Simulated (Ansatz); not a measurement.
A made-up structure of CH₂FSi, doublet:

```csv
atom,x (Å),y (Å),z (Å)
C1,0.4543,0.2191,0.1213
Si2,-0.9467,-0.5876,-0.2241
F3,0.6642,1.5357,-0.0906
H4,-2.1860,-1.1972,-0.5539
H5,1.3352,-0.1936,0.5422
```

It is relaxed with PBE-D4/def2-SVP and then PBE0-D4/def2-TZVP (Ansatz 0.2.0). Atoms count as bonded within 1.22 times the sum of their covalent radii (H–H: 0.88 Å). The end point is not checked to be a true minimum.

Question: Does its bonding change? (A judgement: the text doesn't fix the answer.)

Answer: Computed: No: no bond forms or breaks.

Where it ends: The first stage lowers the energy by 1.28 eV in 13 steps. It ends as CH₂FSi ([F][CH][SiH]):
C1  (0.395, 0.105, 0.161)
Si2  (-0.730, -1.285, -0.261)
F3  (0.229, 1.356, -0.257)
H4  (-1.946, -0.403, -0.485)
H5  (1.373, 0.002, 0.636)
(Å)

Labels in which every atom is bracketed show which atoms are joined, not bond orders.

For scale, one of the runs: PBE0-D4/def2-TZVP relaxation, 111 basis functions, launched by `ansatz run in.yaml --threads 2 --pin off --events-out ev --progress --plain --max-ram 4352MiB`. Hardware: 2 CPU threads of an Arm Neoverse V2, shared host. Wall time about 18 s.
